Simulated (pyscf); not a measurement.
9 silicon, germanium or tin steps of one kind (elimination, closed-shell): reaction energy in kJ/mol, from the separated reactants or the lowest minimum found. Single points on ωB97X-D3(BJ)/def2-SVP structures (PySCF, gas phase). Functionals in def2-TZVP; the last column is ωB97M-D3(BJ)/def2-TZVP. Rows were drawn at random from the steps of this kind and element class whose saddle was verified and whose references are stable.

```csv
step,PBE,r²SCAN,B3LYP-D3(BJ),ωB97M-D3(BJ)
`[CH3][Si]([Cl])([Cl])[Cl]` -> `[CH2]=[Si]([Cl])[Cl]` + `[ClH]`,+338.4,+360.3,+352.0,+361.1
`[CH3][CH2][O][SiH3]` -> `[CH3][CH3]` + `[O]=[SiH2]`,+86.3,+104.1,+101.5,+105.3
`[GeH3][O][GeH3]` → `[GeH4]` + `[O]=[GeH2]`,?,+236.9,+232.1,+241.6
`[SiH3][N]([SiH3])[SiH3]` → `[SiH4]` + `[SiH2]=[N][SiH3]`,+224.3,+247.0,+243.8,+251.7
`[SiH3][Se][Sb]([Cl])[Cl]` → `[SiH3][Cl]` + `[Cl][Sb]=[Se]`,+75.0,+87.0,+91.2,+93.7
`[SiH3][NH][SiH2][SiH3]` → `[SiH4]` + `[SiH2]=[N][SiH3]`,+184.1,+191.5,+184.5,+188.2
`[CH3][SiH]([Cl])[Cl]` → `[CH2]=[Si]([Cl])[Cl]` + `[H][H]`,+260.3,+273.5,+270.2,+280.7
`[OH][Si]([OH])([OH])[CH]([F])[F]` → `[F][CH2][F]` + `[O]=[Si]([OH])[OH]`,+125.5,+142.8,+137.3,+145.7
`[NH2][SiH]([NH2])[NH2]` -> `[NH]=[Si]([NH2])[NH2]` + `[H][H]`,?,+208.6,+206.0,+215.2
```

Q: What belongs in the gaps?

A: 
- `[GeH3][O][GeH3]` → `[GeH4]` + `[O]=[GeH2]`, PBE: +207.3
- `[NH2][SiH]([NH2])[NH2]` -> `[NH]=[Si]([NH2])[NH2]` + `[H][H]`, PBE: +200.0

Differences from the last column (kJ/mol): PBE: mean -20.2, median -20.2, mean size 20.2, lower in 9 of 9; r²SCAN: mean -3.5, median -4.6, mean size 4.2, lower in 8 of 9; B3LYP-D3(BJ): mean -7.2, median -8.5, mean size 7.2, lower in 9 of 9. PBE is closest for row 6 (4.1 kJ/mol apart) and farthest for row 3 (34.3 kJ/mol). PBE, r²SCAN and M06-2X carry no added dispersion term. The last column is a level with limits of its own. Elements up to Kr have no core potential and no relativistic terms here. Elements past Kr carry the def2 core potentials, without spin-orbit coupling.
